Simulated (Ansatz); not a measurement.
**AlH− (doublet): B2PLYP, RPA-PBE over a scan of the distance Al1–H2, aug-cc-pVDZ**

Aim: run AlH− (doublet) with these functionals over a scan of the distance Al1–H2, and hold them against the top wave-function level at the same points.

The runs use Ansatz 0.2.0, Gaussian basis; aug-cc-pVDZ, all electrons in the functionals, frozen cores in the correlation of double hybrids and RPA.

To be run: B2PLYP, RPA-PBE, at 1.357 Å; 1.551 Å; 1.706 Å; 1.917 Å; 2.049 Å; 2.339 Å; 2.751 Å; 3.141 Å; 3.747 Å; 4.578 Å; 5.761 Å.

19 further runs of the same task are left out: 11 that didn't finish, 8 set aside as unsound or not needed.

### Step 1. The geometry

The geometry derives from a PBE0/def2-TZVPD stationary point (not a proven minimum). One bond is set to the value named and the two fragments are kept rigid.

2 atoms, charge -1, spin multiplicity 2.

Atoms are counted from 1 here; the program's logs count them from 0.

Bond lengths: Al1–H2 1.706 Å.

Coordinates:

```xyz
2

Al    0.0000    0.0000    0.0000
H     0.0000    0.0000    1.7061
```

No dispersion term is added.

The geometry shown and the zero of energy belong to the point 1.706 Å. The yardstick, FCI, and other wave-function levels (R restricted, U unrestricted, valence and pair active spaces) come from earlier runs.

### Step 2. B2PLYP, 1.357 Å

in.yaml reads:

```yaml
crystal:
  periodic: [false, false, false]
  atoms:
    - {symbol: Al, position_ang: [0.000000, 0.000000, 0.000000]}
    - {symbol: H, position_ang: [0.000000, 0.000000, 1.357000]}
basis:
  gaussian: {orbitals: aug-cc-pVDZ}
total_charge: -1
magnetization: {spin_polarized: true, initial_magnetization: 1}
hamiltonian: {xc: {name: B2PLYP}}
correlation: {electrons: outside_noble_gas}
```

On the command line:

```
$ ansatz run in.yaml --threads 1 --pin off --events-out ev --progress --plain --max-ram 2393MiB
```

The runs that follow: B2PLYP, 1.551 Å; B2PLYP, 1.706 Å; B2PLYP, 1.917 Å; B2PLYP, 2.049 Å; B2PLYP, 2.339 Å; B2PLYP, 2.751 Å; B2PLYP, 3.141 Å; B2PLYP, 3.747 Å; B2PLYP, 4.578 Å; B2PLYP, 5.761 Å; RPA-PBE, 1.357 Å; RPA-PBE, 1.551 Å; RPA-PBE, 1.706 Å; RPA-PBE, 1.917 Å; RPA-PBE, 2.049 Å; RPA-PBE, 2.339 Å; RPA-PBE, 2.751 Å; RPA-PBE, 3.141 Å; RPA-PBE, 3.747 Å; RPA-PBE, 4.578 Å; RPA-PBE, 5.761 Å.

**Question.** What will the summary of the whole plan be? Wanted: span of the FCI curve; largest miss, B2PLYP; largest miss, RPA-PBE.

As calculated:

```
             quantity                   value
span of the FCI curve            220.8 kJ/mol
 largest miss, B2PLYP   +9.8 kJ/mol (3.747 Å)
largest miss, RPA-PBE  -58.1 kJ/mol (5.761 Å)
```

In words: Of the functionals, B2PLYP keep the smallest largest miss at the points compared (at most 9.8 kJ/mol) and RPA-PBE strays most (58.1 kJ/mol, at 5.761 Å). B2PLYP, RPA-PBE clearly break the spin symmetry at some points (⟨S²⟩ up to 0.46 above the pure value), so energy there is bought with a mixed spin. Functionals and the yardstick converge differently with the basis, so part of each miss in aug-cc-pVDZ is the basis.
